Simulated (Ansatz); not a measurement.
The parent structure is Ni in the fcc (Cu type) structure (space group Fm-3m, No. 225; a = 3.4628 Å; ferromagnetic).

Computed with Ansatz (an electronic-structure program), PBEsol, PAW, cutoff 420 eV, no spin-orbit coupling.

```csv
level,lattice parameter a
PBEsol,3.463 Å
```

**Question.** What does experiment give, and how far off is each level?

**Answer.** Measured: lattice parameter a 3.508 Å (static lattice; corrected from measurement; as listed in Daniel Mejia-Rodriguez, S. B. Trickey, Phys. Rev. B (2018)). Computed minus measured — lattice parameter a: PBEsol -1.3 %.

The magnetic state is the one reached from the starting moments; the real material's order can differ, and small cells can't hold many antiferromagnetic ones. No phonon test of stability was made.
